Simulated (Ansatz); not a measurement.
**C3H2F with multiplicity 2: molecular dynamics**

The plan is to follow the molecule's vibrations and see whether its bonds hold. The start is relaxed first. Runs: 150 steps of 0.5 fs at constant energy, with velocities drawn for 700 K; 40 steps of 2 fs under a Langevin thermostat at 500 K. SMILES of the start: C#C[CH]F.

All numbers below are computed with Ansatz 0.2.0 (UKS BHLYP-D4/def2-SVP).

**1. The starting structure**

Bond lengths: C1–C2 1.217 Å, C2–C3 1.357 Å, C3–F4 1.342 Å, C1–H5 1.048 Å, C3–H6 1.077 Å. Angles: C1–C2–C3 179.7°, C2–C1–H5 179.4°, C2–C3–F4 120.9°, C2–C3–H6 125.1°, F4–C3–H6 114.0°.

As a file:

```xyz
6

C    -0.2852    1.0451   -1.0859
C    -0.0435    0.2430   -0.2027
C     0.2248   -0.6563    0.7774
F    -0.1111   -1.9483    0.6389
H    -0.4926    1.7436   -1.8396
H     0.7076   -0.4269    1.7119
```

**2. Relaxing the start**

The input, input.yaml:

```yaml
crystal:
  periodic: [false, false, false]
  atoms:
    - { symbol: C, position_ang: [-0.28519, 1.04505, -1.08589] }
    - { symbol: C, position_ang: [-0.04352, 0.24296, -0.20267] }
    - { symbol: C, position_ang: [0.22477, -0.65635, 0.77745] }
    - { symbol: F, position_ang: [-0.11107, -1.94833, 0.63886] }
    - { symbol: H, position_ang: [-0.49256, 1.7436, -1.83962] }
    - { symbol: H, position_ang: [0.70756, -0.42692, 1.71188] }
magnetization:
  spin_polarized: true
  initial_magnetization: 1
basis:
  gaussian: { orbitals: def2-SVP }
hamiltonian:
  xc: { name: BHLYP }
  dispersion: d4
relax:
  f_tol: 0.02
  max_steps: 40
```

Command:

```bash
$ ansatz run input.yaml --threads 1 --pin off --max-ram 2048MiB --backend cpu --events-out ev --progress --plain --runs-dir out
```

The program printed, shortened:

```text
Warning: RAYON_NUM_THREADS=1 ignored (pool sized by the plan → 1); use --threads N
[...]
Functional definition: BHLYP
[...]
745 factors; integrals over basis functions are off by at most 2.7e-4 eV
[...]
mean field -5849.30002087 eV, -214.9578109691 hartree, gradient 2.9e-5 eV, S^2 0.794892; 0 other end points of the search recorded, 0 dependent functions left out
[...]
reference -5849.30013933 eV, -214.9578153222 hartree; 15, 14 occupied and 51, 52 virtual orbitals, 745 factors
relax step   1: F+E_penalty+E_count = -5849.38727907 eV  Δ(F+E_penalty+E_count) = +0.000e0 eV  max|allowed force component| = 1.180e0 eV/Å  Δτ_max = 0.0000 Å  (38 SCF iters, accepted)
[...]
relax step   6: F+E_penalty+E_count = -5849.41108589 eV  Δ(F+E_penalty+E_count) = -9.825e-4 eV  max|allowed force component| = 4.643e-2 eV/Å  Δτ_max = 0.0136 Å  (43 SCF iters, accepted)
[...]
relax step   7: F+E_penalty+E_count = -5849.41111286 eV  Δ(F+E_penalty+E_count) = -2.697e-5 eV  max|allowed force component| = 1.476e-2 eV/Å  Δτ_max = 0.0063 Å  (35 SCF iters, accepted)
745 factors; integrals over basis functions are off by at most 2.9e-4 eV
[...]
mean field -5849.32398521 eV, -214.9586916424 hartree, gradient 1.3e-5 eV, S^2 0.794233; 1 other end points of the search recorded, 0 dependent functions left out
[...]
reference -5849.32410396 eV, -214.9586960064 hartree; 15, 14 occupied and 51, 52 virtual orbitals, 745 factors
Total energy: -5849.41123161 eV, -214.9618978885 hartree
Atom 0 at    -0.286412     1.046653    -1.086260 Å, force     0.002434     0.011139     0.000748 eV/Å
Atom 1 at    -0.053922     0.226066    -0.217449 Å, force     0.000781     0.014222    -0.005457 eV/Å
Atom 2 at     0.224149    -0.670540     0.783173 Å, force    -0.004476    -0.014763    -0.002844 eV/Å
Atom 3 at    -0.105037    -1.943013     0.649797 Å, force    -0.000581    -0.007104     0.002027 eV/Å
Atom 4 at    -0.490084     1.766156    -1.847426 Å, force    -0.002831    -0.007386    -0.002832 eV/Å
Atom 5 at     0.711296    -0.425311     1.718175 Å, force     0.004674     0.003891     0.008358 eV/Å
Dipole moment:     0.072272     0.305272     0.017610 e Å
```

Wall time 19 s (1 thread of Arm Neoverse V2, shared host); peak memory 0.14 GiB.

The steps of the relaxation:

| step | energy from step 1 (eV) | largest force component (eV/Å) |
| --- | --- | --- |
| 1 | 0.0000 | 1.1801 |
| 2 | -0.0201 | 0.5148 |
| 3 | -0.0227 | 0.0953 |
| 4 | -0.0228 | 0.0617 |
| 5x | -0.0184 | 0.2193 |
| 6 | -0.0238 | 0.0464 |
| 7 | -0.0238 | 0.0148 |

Step 1 is the start. 1 step was tried and not accepted (5; marked x where the table lists them).

After: Bond lengths: C1–C2 1.217 Å, C2–C3 1.372 Å, C3–F4 1.321 Å, C1–H5 1.067 Å, C3–H6 1.082 Å. Angles: C1–C2–C3 178.4°, C2–C1–H5 180.0°, C2–C3–F4 120.4°, C2–C3–H6 125.0°, F4–C3–H6 114.7°.

**3. Run 1**

150 steps of 0.5 fs at constant energy, with velocities drawn for 700 K, from the relaxed start.

The input, input.yaml:

```yaml
crystal:
  periodic: [false, false, false]
  atoms:
    - { symbol: C, position_ang: [-0.286412, 1.046653, -1.08626] }
    - { symbol: C, position_ang: [-0.053922, 0.226066, -0.217449] }
    - { symbol: C, position_ang: [0.224149, -0.67054, 0.783173] }
    - { symbol: F, position_ang: [-0.105037, -1.943013, 0.649797] }
    - { symbol: H, position_ang: [-0.490084, 1.766156, -1.847426] }
    - { symbol: H, position_ang: [0.711296, -0.425311, 1.718175] }
magnetization:
  spin_polarized: true
  initial_magnetization: 1
basis:
  gaussian: { orbitals: def2-SVP }
hamiltonian:
  xc: { name: BHLYP }
  dispersion: d4
md:
  timestep: 0.5
  n_steps: 150
  ensemble: nve
  temperature: 700.0
  initial_velocities: maxwell_boltzmann
  seed: 629558
```

Command:

```bash
$ ansatz run input.yaml --threads 1 --pin off --max-ram 2048MiB --backend cpu --events-out ev --progress --plain --runs-dir out
```

The program printed, shortened:

```text
Warning: RAYON_NUM_THREADS=1 ignored (pool sized by the plan → 1); use --threads N
[...]
[... 1 set-up line as earlier in the session ...]
[...]
745 factors; integrals over basis functions are off by at most 2.9e-4 eV
[...]
mean field -5849.32398479 eV, -214.9586916268 hartree, gradient 2.9e-5 eV, S^2 0.794233; 0 other end points of the search recorded, 0 dependent functions left out
[...]
reference -5849.32410358 eV, -214.9586959922 hartree; 15, 14 occupied and 51, 52 virtual orbitals, 745 factors
md step     0: t =     0.00 fs  T =   700.0 K  F+E_penalty+E_count = -5849.41111243 eV  E_kin = 0.361928 eV  conserved = -5849.04918444 eV  (37 SCF iters)
[...]
md step    19: t =     9.50 fs  T =   453.8 K  F+E_penalty+E_count = -5849.28342374 eV  E_kin = 0.234645 eV  conserved = -5849.04877881 eV  (37 SCF iters, 3 dispersion substeps)
[...]
md step    38: t =    19.00 fs  T =   174.8 K  F+E_penalty+E_count = -5849.13863505 eV  E_kin = 0.090377 eV  conserved = -5849.04825771 eV  (36 SCF iters, 3 dispersion substeps)
[...]
md step    57: t =    28.50 fs  T =   234.4 K  F+E_penalty+E_count = -5849.16949640 eV  E_kin = 0.121178 eV  conserved = -5849.04831825 eV  (39 SCF iters, 3 dispersion substeps)
[...]
md step    74: t =    37.00 fs  T =   403.3 K  F+E_penalty+E_count = -5849.25739793 eV  E_kin = 0.208499 eV  conserved = -5849.04889868 eV  (46 SCF iters, 3 dispersion substeps)
md step    75: t =    37.50 fs  T =   359.1 K  F+E_penalty+E_count = -5849.23451822 eV  E_kin = 0.185665 eV  conserved = -5849.04885294 eV  (46 SCF iters, 3 dispersion substeps)
```

**4. More of the same log: dynamics from the start**

Output, continued, shortened:

```text
md step    76: t =    38.00 fs  T =   306.6 K  F+E_penalty+E_count = -5849.20724346 eV  E_kin = 0.158502 eV  conserved = -5849.04874182 eV  (45 SCF iters, 3 dispersion substeps)
[...]
md step    94: t =    47.00 fs  T =   455.9 K  F+E_penalty+E_count = -5849.28457890 eV  E_kin = 0.235735 eV  conserved = -5849.04884421 eV  (47 SCF iters, 3 dispersion substeps)
[...]
md step   112: t =    56.00 fs  T =   422.5 K  F+E_penalty+E_count = -5849.26706676 eV  E_kin = 0.218430 eV  conserved = -5849.04863709 eV  (37 SCF iters, 3 dispersion substeps)
[...]
md step   130: t =    65.00 fs  T =   286.9 K  F+E_penalty+E_count = -5849.19672280 eV  E_kin = 0.148338 eV  conserved = -5849.04838506 eV  (38 SCF iters, 3 dispersion substeps)
[...]
md step   149: t =    74.50 fs  T =   156.4 K  F+E_penalty+E_count = -5849.12889778 eV  E_kin = 0.080859 eV  conserved = -5849.04803848 eV  (38 SCF iters, 3 dispersion substeps)
[...]
md step   150: t =    75.00 fs  T =   156.4 K  F+E_penalty+E_count = -5849.12891622 eV  E_kin = 0.080865 eV  conserved = -5849.04805170 eV  (39 SCF iters, 3 dispersion substeps)
Total energy: -5849.12903464 eV, -214.9515273408 hartree
Atom 0 at    -0.296327     1.032414    -1.085470 Å, force    -0.186894     0.670885    -0.660221 eV/Å
Atom 1 at    -0.036886     0.259903    -0.190153 Å, force    -0.200691     0.345501    -0.753892 eV/Å
Atom 2 at     0.256388    -0.649192     0.731504 Å, force    -0.058641    -3.397304     2.546068 eV/Å
Atom 3 at    -0.121243    -1.956499     0.663914 Å, force    -0.057674     0.874002    -1.132918 eV/Å
Atom 4 at    -0.532085     1.711828    -1.868330 Å, force    -0.023544     0.136908    -0.102353 eV/Å
Atom 5 at     0.589732    -0.604694     1.754016 Å, force     0.527444     1.370007     0.103316 eV/Å
Dipole moment:     0.038579     0.355514    -0.040766 e Å
```

Wall time 5.8 min (1 thread of Arm Neoverse V2, shared host); peak memory 0.14 GiB.

**5. The trajectory**

One step in 11; energies are changes from step 0:

| time (fs) | T (K) | potential energy change (meV/atom) | total energy change (meV/atom) |
| --- | --- | --- | --- |
| 0.0 | 700 | 0.0 | 0.00 |
| 5.5 | 164 | 46.4 | 0.21 |
| 11.0 | 560 | 12.1 | 0.04 |
| 16.5 | 132 | 49.2 | 0.20 |
| 22.0 | 426 | 23.7 | 0.06 |
| 27.5 | 272 | 37.0 | 0.13 |
| 33.0 | 427 | 23.6 | 0.07 |
| 38.5 | 249 | 39.0 | 0.10 |
| 44.0 | 393 | 26.5 | 0.04 |
| 49.5 | 280 | 36.3 | 0.10 |
| 55.0 | 350 | 30.2 | 0.09 |
| 60.5 | 451 | 21.5 | 0.06 |
| 66.0 | 352 | 30.1 | 0.12 |
| 71.5 | 419 | 24.3 | 0.08 |
| 75.0 | 156 | 47.0 | 0.19 |

time (fs), T (K) and a bar:
```
      0.0        700 ##############################
      3.5        353 ############
      6.5        160 ##
     10.0        501 ####################
     13.0        502 ####################
     16.5        132 
     19.5        215 ####
     23.0        459 #################
     26.0        345 ###########
     29.5        220 #####
     32.5        394 ##############
     36.0        462 #################
     39.0        193 ###
     42.5        234 #####
     45.5        469 ##################
     49.0        327 ##########
     52.0        140 
     55.5        388 ##############
     58.5        538 #####################
     62.0        301 #########
     65.0        287 ########
     68.5        534 #####################
     71.5        419 ###############
     75.0        156 #
```

**6. Snapshots as a file**

Positions (Å) and forces (eV/Å):

```xyz
6
time_fs=9.5 T=454 dE=0.1277
C    -0.267    1.075   -1.079   -0.237    0.727   -0.695
C    -0.087    0.244   -0.220   -0.064   -0.282   -0.563
C     0.230   -0.657    0.718   -0.065   -2.535    1.928
F    -0.098   -1.984    0.688    0.239    1.754   -0.554
H    -0.432    1.806   -1.832   -0.054    0.148   -0.129
H     0.618   -0.405    1.695    0.182    0.188    0.012
6
time_fs=19.0 T=175 dE=0.2725
C    -0.262    1.135   -1.104    0.152   -1.637    1.486
C    -0.120    0.243   -0.261    0.525   -0.695    0.148
C     0.237   -0.742    0.758   -0.295    4.387   -1.938
F    -0.088   -1.976    0.707   -0.521   -1.617   -0.215
H    -0.402    1.893   -1.846   -0.012   -0.057    0.102
H     0.637   -0.340    1.674    0.150   -0.381    0.416
6
time_fs=28.0 T=251 dE=0.2328
C    -0.252    1.120   -1.062   -0.223    0.207   -0.436
C    -0.119    0.195   -0.284    0.393    0.396    0.231
C     0.225   -0.637    0.725   -0.537   -3.663    0.925
F    -0.090   -1.995    0.711    0.228    2.132   -0.596
H    -0.381    1.911   -1.765   -0.050   -0.005   -0.043
H     0.688   -0.485    1.686    0.189    0.934   -0.081
6
time_fs=37.5 T=359 dE=0.1766
C    -0.255    1.106   -1.037   -0.160    0.431   -0.592
C    -0.094    0.162   -0.296   -0.050   -0.311    0.347
C     0.190   -0.692    0.741    0.570    2.328   -0.257
F    -0.086   -1.946    0.697   -0.119   -1.427    0.363
H    -0.397    1.920   -1.706   -0.042    0.069   -0.121
H     0.774   -0.221    1.539   -0.199   -1.089    0.259
6
time_fs=47.0 T=456 dE=0.1265
C    -0.267    1.108   -1.043    0.044   -0.561    0.115
C    -0.074    0.148   -0.305   -0.065    1.527   -0.123
C     0.184   -0.660    0.757    1.058   -0.775    1.178
F    -0.088   -1.946    0.691   -0.318   -0.490   -0.113
H    -0.439    1.926   -1.706   -0.016   -0.051   -0.074
H     0.827   -0.454    1.647   -0.703    0.350   -0.984
6
time_fs=56.0 T=422 dE=0.1440
C    -0.282    1.099   -1.062   -0.110    0.298   -0.523
C    -0.054    0.192   -0.293    0.206   -0.197    1.187
C     0.208   -0.639    0.775    0.167   -2.279    0.448
F    -0.102   -1.981    0.684    0.375    2.053    0.041
H    -0.490    1.885   -1.752   -0.006    0.006   -0.094
H     0.795   -0.434    1.701   -0.632    0.118   -1.058
6
time_fs=65.5 T=317 dE=0.1986
C    -0.296    1.084   -1.092    0.338   -0.870    0.929
C    -0.031    0.244   -0.232   -0.559   -0.617   -0.548
C     0.221   -0.723    0.763    0.657    4.176   -0.555
F    -0.108   -1.955    0.678   -0.357   -1.510   -0.035
H    -0.534    1.814   -1.837    0.075   -0.063    0.114
H     0.684   -0.288    1.659   -0.154   -1.116    0.095
6
time_fs=75.0 T=156 dE=0.2822
C    -0.296    1.032   -1.085   -0.187    0.671   -0.660
C    -0.037    0.260   -0.190   -0.201    0.345   -0.754
C     0.256   -0.649    0.732   -0.059   -3.397    2.546
F    -0.121   -1.956    0.664   -0.058    0.874   -1.133
H    -0.532    1.712   -1.868   -0.024    0.137   -0.102
H     0.590   -0.605    1.754    0.527    1.370    0.103
```

On run 1: The temperature starts at 700 K and averages 337 K in the second half, where it ranges from 95 to 559 K. About half is expected from a start at a minimum: kinetic energy passes into potential energy until both shares match. The total energy strays from its start by at most 0.22 meV/atom, 0.7 % of the mean kinetic energy, so a step of 0.5 fs is short enough over this time. The bonding pattern survives the run.

**7. Run 2**

40 steps of 2 fs under a Langevin thermostat at 500 K, from the relaxed start.

Changes to input.yaml since step 3:

```diff
@@ -18,7 +18,8 @@
 md:
-  timestep: 0.5
-  n_steps: 150
-  ensemble: nve
-  temperature: 700.0
+  timestep: 2.0
+  n_steps: 40
+  ensemble: nvt_langevin
+  temperature: 500.0
   initial_velocities: maxwell_boltzmann
-  seed: 629558
+  seed: 418696
+  friction: 0.001
```

Command:

```bash
$ ansatz run input.yaml --threads 1 --pin off --max-ram 2048MiB --backend cpu --events-out ev --progress --plain --runs-dir out
```

The program printed, shortened:

```text
Warning: RAYON_NUM_THREADS=1 ignored (pool sized by the plan → 1); use --threads N
[...]
[... 1 set-up line as earlier in the session ...]
[...]
745 factors; integrals over basis functions are off by at most 2.9e-4 eV
[...]
mean field -5849.32398479 eV, -214.9586916268 hartree, gradient 2.9e-5 eV, S^2 0.794233; 0 other end points of the search recorded, 0 dependent functions left out
[...]
reference -5849.32410358 eV, -214.9586959922 hartree; 15, 14 occupied and 51, 52 virtual orbitals, 745 factors
md step     0: t =     0.00 fs  T =   416.7 K  F+E_penalty+E_count = -5849.41111243 eV  E_kin = 0.323150 eV  (37 SCF iters)
[...]
md step    10: t =    20.00 fs  T =   191.0 K  F+E_penalty+E_count = -5849.25240006 eV  E_kin = 0.148163 eV  (44 SCF iters, 5 dispersion substeps)
[...]
md step    20: t =    40.00 fs  T =   131.2 K  F+E_penalty+E_count = -5849.17723183 eV  E_kin = 0.101718 eV  (44 SCF iters, 5 dispersion substeps)
[...]
md step    39: t =    78.00 fs  T =   266.0 K  F+E_penalty+E_count = -5849.21188251 eV  E_kin = 0.206286 eV  (43 SCF iters, 5 dispersion substeps)
[...]
md step    40: t =    80.00 fs  T =   332.3 K  F+E_penalty+E_count = -5849.24632975 eV  E_kin = 0.257721 eV  (39 SCF iters, 5 dispersion substeps)
Total energy: -5849.24644992 eV, -214.9558422729 hartree
Atom 0 at    -0.165233     1.115333    -1.090223 Å, force     0.387163    -2.070271     1.465363 eV/Å
Atom 1 at     0.090885     0.170018    -0.355662 Å, force    -0.007550    -0.039776     0.729604 eV/Å
Atom 2 at     0.411244    -0.823451     0.621094 Å, force     0.301492     0.533579    -1.594585 eV/Å
Atom 3 at    -0.425756    -1.836572     0.807741 Å, force     0.140562     0.406801     0.050963 eV/Å
Atom 4 at    -0.457183     1.844014    -1.771056 Å, force    -0.214209     0.999613    -0.814679 eV/Å
Atom 5 at     1.466104    -1.066574     0.826589 Å, force    -0.607457     0.170055     0.163333 eV/Å
Dipole moment:     0.190611     0.205261    -0.120690 e Å
```

Run time: 99 s. Hardware: 1 thread of Arm Neoverse V2, shared host; peak memory 0.14 GiB.

**8. Frames and traces**

The trajectory, every 3 steps (energies from step 0):

| time (fs) | T (K) | potential energy change (meV/atom) |
| --- | --- | --- |
| 0.0 | 417 | 0.0 |
| 6.0 | 278 | 18.5 |
| 12.0 | 161 | 32.4 |
| 18.0 | 164 | 29.5 |
| 24.0 | 280 | 14.8 |
| 30.0 | 336 | 9.9 |
| 36.0 | 239 | 24.8 |
| 42.0 | 114 | 41.7 |
| 48.0 | 227 | 27.2 |
| 54.0 | 314 | 16.0 |
| 60.0 | 326 | 19.2 |
| 66.0 | 297 | 27.8 |
| 72.0 | 179 | 43.2 |
| 78.0 | 266 | 33.2 |
| 80.0 | 332 | 27.5 |

time (fs), T (K) and a bar:
```
      0.0        417 ##############################
      4.0        337 ######################
      6.0        278 ################
     10.0        184 #######
     14.0        159 ####
     18.0        164 #####
     20.0        191 ########
     24.0        280 ################
     28.0        349 #######################
     32.0        312 ####################
     34.0        293 ##################
     38.0        197 ########
     42.0        114 
     46.0        164 #####
     48.0        227 ###########
     52.0        314 ####################
     56.0        331 ######################
     60.0        326 #####################
     62.0        336 ######################
     66.0        297 ##################
     70.0        209 #########
     74.0        179 ######
     76.0        204 #########
     80.0        332 ######################
```

**9. Snapshots as a file**

Extended XYZ, with forces in eV/Å:

```xyz
6
time_fs=10.0 T=184 dE=0.1735
C    -0.304    1.055   -1.116    0.855   -1.539    1.721
C     0.054    0.267   -0.235   -1.012   -0.284   -0.041
C     0.215   -0.684    0.821    0.714    0.748   -1.080
F    -0.166   -1.948    0.669   -0.223    0.495   -0.267
H    -0.565    1.719   -1.899   -0.043    0.276   -0.248
H     0.990   -0.602    1.584   -0.291    0.305   -0.085
6
time_fs=20.0 T=191 dE=0.1587
C    -0.291    1.013   -1.095    0.338   -0.107    0.218
C     0.090    0.265   -0.221   -0.926   -0.613   -0.017
C     0.244   -0.655    0.779    0.904   -1.498    0.594
F    -0.231   -1.927    0.678    0.349    1.677   -0.082
H    -0.560    1.648   -1.881   -0.212    0.655   -0.709
H     1.054   -0.564    1.509   -0.452   -0.114   -0.004
6
time_fs=30.0 T=336 dE=0.0592
C    -0.265    0.999   -1.085   -0.022    0.248   -0.333
C     0.055    0.219   -0.213    0.059    0.079    0.133
C     0.335   -0.713    0.750    0.921    1.354    0.566
F    -0.281   -1.842    0.682   -0.680   -1.714    0.154
H    -0.525    1.655   -1.883    0.005    0.099   -0.018
H     0.972   -0.566    1.633   -0.285   -0.067   -0.503
6
time_fs=40.0 T=131 dE=0.2339
C    -0.235    0.996   -1.089   -0.213    0.472   -0.421
C     0.016    0.190   -0.215    1.146    0.789    0.076
C     0.460   -0.734    0.726   -1.921   -0.709   -0.136
F    -0.348   -1.821    0.688    0.987    0.038    0.604
H    -0.468    1.729   -1.862    0.126   -0.640    0.625
H     0.954   -0.573    1.698   -0.125    0.050   -0.748
6
time_fs=50.0 T=263 dE=0.1317
C    -0.215    0.998   -1.084   -0.248    1.323   -0.885
C     0.056    0.215   -0.205    0.465   -0.164   -0.234
C     0.445   -0.773    0.664   -0.461    0.093    0.928
F    -0.376   -1.821    0.719    0.590   -0.096    0.373
H    -0.434    1.775   -1.810    0.054   -0.605    0.454
H     1.071   -0.561    1.553   -0.401   -0.551   -0.636
6
time_fs=60.0 T=326 dE=0.1152
C    -0.212    1.036   -1.095    0.238    0.426    0.016
C     0.133    0.244   -0.236   -0.825   -0.680   -0.366
C     0.367   -0.791    0.625    2.357    0.653    1.407
F    -0.380   -1.840    0.772   -1.151   -0.686   -0.388
H    -0.463    1.798   -1.798   -0.040   -0.023   -0.025
H     1.237   -0.838    1.314   -0.580    0.311   -0.644
6
time_fs=70.0 T=209 dE=0.2350
C    -0.199    1.093   -1.105    0.488   -1.246    1.125
C     0.150    0.230   -0.308   -1.073   -0.427    0.112
C     0.389   -0.778    0.643    0.493   -1.177   -0.410
F    -0.423   -1.881    0.807    1.042    2.195   -0.512
H    -0.533    1.800   -1.811   -0.037    0.487   -0.376
H     1.431   -0.987    0.961   -0.913    0.168    0.061
6
time_fs=80.0 T=332 dE=0.1648
C    -0.165    1.115   -1.090    0.387   -2.070    1.465
C     0.091    0.170   -0.356   -0.008   -0.040    0.730
C     0.411   -0.824    0.621    0.301    0.534   -1.595
F    -0.426   -1.837    0.808    0.141    0.407    0.051
H    -0.457    1.844   -1.771   -0.214    1.000   -0.815
H     1.466   -1.067    0.827   -0.608    0.170    0.163
```

On run 2: Against a set 500 K the second half averages 248 K with a spread of 76 K; 30 meV/atom has gone into potential energy, and a thermostat that acts over some 1000 fs has not made it up in 80 fs. A step of 2 fs is long for atoms as light as 1 u, and this run prints no conserved energy by which to check it. The bonding pattern survives the run.

**10. What came out**

| quantity | value |
| --- | --- |
| relaxation of the start | 5 moves, 0.024 eV lower |
| run 1: length | 150 steps of 0.5 fs |
| run 1: temperature, first and last step | 700 and 156 K |
| run 1: temperature, second half | mean 337 K, from 95 to 559 K |
| run 1: potential energy, second half | +31 meV/atom from this run's first step |
| run 1: largest change of the total energy | 0.22 meV/atom |
| run 1: bonds formed or broken | 0 |
| run 2: length | 40 steps of 2 fs |
| run 2: temperature, first and last step | 417 and 332 K |
| run 2: temperature, second half | mean 248 K, from 114 to 336 K |
| run 2: potential energy, second half | +30 meV/atom from this run's first step |
| run 2: bonds formed or broken | 0 |

**Reading.** Mean temperatures of the second halves: 337 K, 248 K. No bond formed or broke in any run. A run of 80 fs with 6 atoms shows the motion but fixes no equilibrium value. The nuclei move classically, without zero-point motion, which matters most for hydrogen.
